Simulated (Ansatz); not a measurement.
Species: methylsilane, CH$_{6}$Si, net charge 0, singlet state. 
Coordinates optimised at B3LYP-D3(BJ)/def2-TZVP (Ansatz, a first-principles code):
```xyz
8

C      0.0034    -0.0064    -1.2421
Si    -0.0017     0.0033     0.6340
H      0.0118    -1.0282    -1.6256
H     -0.8824     0.4951    -1.6359
H      0.8840     0.5079    -1.6311
H     -0.0132     1.3943     1.1492
H     -1.2005    -0.6969     1.1567
H      1.2042    -0.6795     1.1632
```
Charge 0, spin multiplicity 1.

Basis-set convergence of Hartree-Fock and CCSD correlation energies (hartree) with Ansatz. Cores are frozen in the correlated levels unless marked. No spin-orbit coupling. No relativistic terms.

```tsv
basis	functions	E(HF)	E(corr, CCSD)
cc-pV(D+d)Z	67	-330.29914	-0.30177
cc-pV(T+d)Z	153	[?]	[?]
```

Fill in the missing entries.


- cc-pV(T+d)Z, E(HF): -330.32571
- cc-pV(T+d)Z, E(corr, CCSD): -0.35723
